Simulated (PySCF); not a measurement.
# What binds AlF⁺: the parts of the energy along the bond

State: ²Σ⁺, doublet, unpaired electrons σ ↑. ROHF-based CCSD(T) in PySCF 2.14 with Al cc-pV(T+d)Z, F cc-pVTZ and Al cc-pV(Q+d)Z, F cc-pVQZ (frozen core orbitals: 6; no relativity). Correlation energies are extrapolated as n⁻³ (n = 3, 4), Hartree–Fock as (n+1)·exp(−9√n). CV is the change on freezing 1 orbitals instead, in Al cc-pwCVTZ, F cc-pwCVTZ. SR is the spin-free X2C energy in Al cc-pVTZ-DK, F cc-pVTZ-DK less the non-relativistic one in Al cc-pVTZ, F cc-pVTZ. All energies in eV from Al⁺ + F.

| R (Å) | HF/CBS | CCSD corr. | (T) | CV | SR | total |
| --- | --- | --- | --- | --- | --- | --- |
| 1.4162 | -1.695 | -0.688 | -0.1186 | 0.0219 | 0.0266 | -2.453 |
| 1.4806 | -2.207 | -0.746 | -0.1317 | 0.0461 | 0.0297 | -3.009 |
| 1.5450 | -2.417 | -0.802 | -0.1453 | 0.0647 | 0.0317 | -3.268 |
| 1.6093 | -2.413 | -0.856 | -0.1594 | 0.0787 | 0.0328 | -3.317 |
| 1.6737 | -2.260 | -0.908 | -0.1739 | 0.0891 | 0.0333 | -3.220 |
| 1.7542 | -1.929 | -0.973 | -0.1926 | 0.0979 | 0.0332 | -2.963 |
| 1.8346 | -1.500 | -1.037 | -0.2120 | 0.1027 | 0.0325 | -2.614 |

A fit to the total gives Re = 1.5955 Å, De = 3.321 eV, ωe = 960.1 cm⁻¹, Be = 0.5940 cm⁻¹ (masses 26.9815 and 18.9984 u).

**Question.** At R = 1.6093 Å the CCSD correlation energy is -0.282360 hartree in the smaller basis and -0.306337 in the larger. Extrapolate it.

**Answer.** (4³·E4 − 3³·E3)/(4³ − 3³) = -0.32383 hartree; the larger basis holds 94.6 % of it.

The T1 diagnostic is 0.020. The state was picked by a PBE0 search and need not be the measured ground state. Spin–orbit coupling, excitations beyond (T) and corrections to the Born–Oppenheimer picture are left out.
